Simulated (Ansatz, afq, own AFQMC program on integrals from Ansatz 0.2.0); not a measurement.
Integrals from Ansatz 0.2.0, then the random walk in our own AFQMC program (afq).

```yaml
crystal:
  periodic: [false, false, false]
  atoms:
    - {symbol: C, position_ang: [0.000000, 0.000000, 0.000000]}
    - {symbol: C, position_ang: [0.000000, 0.000000, 1.301443]}
basis:
  gaussian: {orbitals: 6-31G}
total_charge: 1
magnetization: {spin_polarized: true, initial_magnetization: 3}
correlation: {method: ccsd_t, electrons: outside_noble_gas, hamiltonian_folder: ham}
```

```sh
$ ansatz run in.yaml --threads 1 --pin off --events-out ev --progress --plain --max-ram 16896MiB --backend cuda --devices 0, --max-vram 18GiB
```

afq runs on the folder ham with

```
--method phaseless --trial cid --walkers 160 --populations 1 --least-time 40 --time-step 0.01 --steps-per-block 10 --equilibration-blocks 100 --max-blocks 400 --target-error 0.00064 --factor-cut 1e-05 --start spin_pure --seed 2030 --release-times 0.5,1,2 --release-step 0.02 --release-every 10 --taylor-order 4
```

Times are imaginary, in 1/Eh. The walk had a cap of 60 s.

```
orbitals 16  electrons 5 2  factors 95 of 254
reference energy -75.05108279 Eh
CCSD correlation -0.14811281 Eh in 10 cycles, weight of the determinant in the CISD state 0.8744
energy of the start -75.202900 Eh
 block  time / (1/Eh)  mean weight  energy / Eh
     1     0.100  0.9997  -75.200981
     2     0.200  0.9992  -75.200017
     3     0.300  0.9995  -75.199069
     4     0.400  0.9998  -75.199131
     5     0.500  0.9995  -75.199342
    10     1.000  1.0001  -75.199905
    61     6.100  0.9987  -75.211230
   121    12.100  0.9986  -75.209016
   181    18.100  0.9998  -75.215294
   241    24.100  0.9997  -75.207737
   301    30.100  1.0033  -75.204922
   361    36.100  0.9994  -75.205805
   385    38.500  0.9996  -75.199417
   421    42.100  1.0008  -75.212810
   481    48.100  1.0016  -75.203522
   493    49.300  0.9998  -75.205233
blocks merged  error / Eh  count
     1  0.000191  400
     2  0.000240  200
     4  0.000311  100
     8  0.000369  50
    16  0.000435  25
    32  0.000417  12
released: time / (1/Eh)  energy / Eh  error  mean overlap
  0.50  -75.206541  0.000443  1.0000
  1.00  -75.206834  0.000441  1.0055
  2.00  -75.206576  0.000359  0.9983
energy -75.205948 +/- 0.000435 Eh
(rows thinned)
```

(1) Estimate how long the walk took on 1 × NVIDIA H100 80GB HBM3 with 2 threads of AMD EPYC 7R13 Processor (Zen 3), on a shared host (the card was shared).

The run passed its tests (sampling time, drift between the halves within three errors, error under three times the target), which doesn't prove that it has relaxed. The second half of the sampling lies above the first by 1.7 errors of their difference, so the energy may still be moving and its error bar be too small.

Against this walk (error 11.8 meV) on the same determinant: CCSD(T) 28.1 meV higher, full CI 37.9 meV lower, a separate phaseless walk with a CISD trial and standard settings 19.4 ± 12.5 meV higher (within the noise). The error is statistical and leaves out the bias of the constraint. Released to 2.00 1/Eh the energy moves by -17 ± 15 meV (both errors), within twice the noise. Full CI is exact here, so the walk's 38 meV above it is the walk's own error: the bias of the constraint with this trial, or a walk that hasn't relaxed.

Cautions: constraint bias not in the error; an unrestricted solution with more broken spin lies lower (647 meV, ⟨S²⟩ 3.93); the CCSD(T) amplitudes may be one of several solutions (largest double 0.17); the time-step error isn't removed.

Results:

(1) 26 s of wall time.

A walk keeps the symmetry of its determinant, which the program's search chose and which needn't be the lowest solution, so a lower state of the same spin and another symmetry isn't excluded.
